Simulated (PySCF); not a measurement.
Vibration and rotation of Mg2

B3LYP constants of Mg2, ¹Σg⁺ (singlet), closed shell (basis Mg 6-311G(d,p); no relativity; PySCF 2.14; masses 23.9850 and 23.9850 u):

```
ωe              : 46.6 cm⁻¹
ωexe            : 3.14 cm⁻¹
Be              : 0.091162 cm⁻¹
αe              : 0.00503 cm⁻¹
D (centrifugal) : 1.39e-06 cm⁻¹
De to Mg + Mg   : 0.016 eV
```

**Question.** Estimate the standard entropy (1 bar) and heat capacity of the ideal gas at 298.15 K, rigid rotor with B0 and harmonic oscillator at the fundamental.

**Answer.** Translation (Sackur–Tetrode, M = 47.97 u): 157.1 J/(mol K). Rotation: q = kT/(σB0) = 1170 with σ = 2, 67.0. Vibration: x = hcν0/kT = 0.195, 21.94. S° = 246.1 J/(mol K); Cp = 7R/2 + 8.29 = 37.4 J/(mol K).

Closed-shell solutions of metal pairs were not tested for spin polarisation, which can lower them a little. The bond is weak. Basis-set superposition, not corrected here, can be much of De in a small basis, most of all at correlated wavefunction levels. Functionals without a dispersion term scatter widely for such bonds, and LDA overbinds them.
